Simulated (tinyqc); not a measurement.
Hueckel theory of the pi electrons with the omega technique, for the molecule C=C([CH2-])Cl (SMILES; centres numbered as the heavy atoms are written), step by step. One step of it, computed by the program tinyqc.

Task: Omega technique, round 2. h_r = h_r(0) + omega q_r, omega = 0.6, with q_r = z_r - P_rr; 0.7 of the old diagonal is kept.

Hueckel matrix in units of beta (H = alpha + beta A), lower triangle:
```
           1C        2C        3C       4Cl
1C   0.000000
2C   1.000000  0.000000
3C   0.000000  1.000000  0.000000
4Cl  0.000000  0.370000  0.000000  1.890000
```

charge and bond-order matrix P, lower triangle:
```
            1C        2C         3C       4Cl
1C    1.493668
2C    0.702832  1.024409
3C   -0.506332  0.702832   1.493668
4Cl  -0.077115  0.107043  -0.077115  1.988255
```

Centres:
```
centre  z_r, pi electrons of the neutral centre         h
1C                                            1  0.000000
2C                                            1  0.000000
3C                                            1  0.000000
4Cl                                           2  1.890000
```

Give: matrix after round 2.

Result:

matrix after round 2, lower triangle:
```
         1C      2C      3C    4Cl
1C   -0.153
2C    1.000  -0.003
3C    0.000   1.000  -0.153
4Cl   0.000   0.370   0.000  1.894
```
